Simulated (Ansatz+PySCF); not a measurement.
A calculation with Ansatz (development build ahead of 0.2.0).

```yaml
crystal:
  periodic: [false, false, false]
  atoms:
    - { symbol: H, position_ang: [-2.4629, -0.01224, 0.23936] }
    - { symbol: "N", position_ang: [-1.56203, -0.34308, -0.07017] }
    - { symbol: C, position_ang: [-0.50583, 0.54077, 0.01365] }
    - { symbol: C, position_ang: [0.8132, 0.11322, 0.00106] }
    - { symbol: "N", position_ang: [1.9712, -0.26274, 0.00396] }
    - { symbol: H, position_ang: [-1.37718, -1.31167, 0.14492] }
    - { symbol: H, position_ang: [-0.73245, 1.5966, -0.00869] }
basis:
  gaussian: { orbitals: cc-pVTZ }
magnetization:
  spin_polarized: true
  initial_magnetization: 1
hamiltonian:
  xc: hf
correlation:
  method: mp2
  frozen_orbitals: { C: 1, H: 0, "N": 1 }
output:
  forces: true
```

The input is written out in the form of the current development build from the run's settings.

Results

```
Converged                       : yes
Reference energy                : -186.39859 hartree
Correlation energy              : -0.66690 hartree
Total energy                    : -187.06548 hartree
Spin squared of the determinant : 1.051
Stability test                  : minimum
```

Forces (eV/Å):
| atom | Fx | Fy | Fz |
| --- | --- | --- | --- |
| H1 | 0.190 | 0.003 | -0.056 |
| N2 | 0.475 | 0.193 | 0.126 |
| C3 | -0.694 | -0.132 | -0.037 |
| C4 | 10.367 | -3.414 | 0.028 |
| N5 | -10.512 | 3.398 | -0.030 |
| H6 | 0.020 | 0.154 | -0.042 |
| H7 | 0.154 | -0.201 | 0.010 |

Caution: the unrestricted determinant is spin contaminated; forces differ strongly between restricted and unrestricted references.
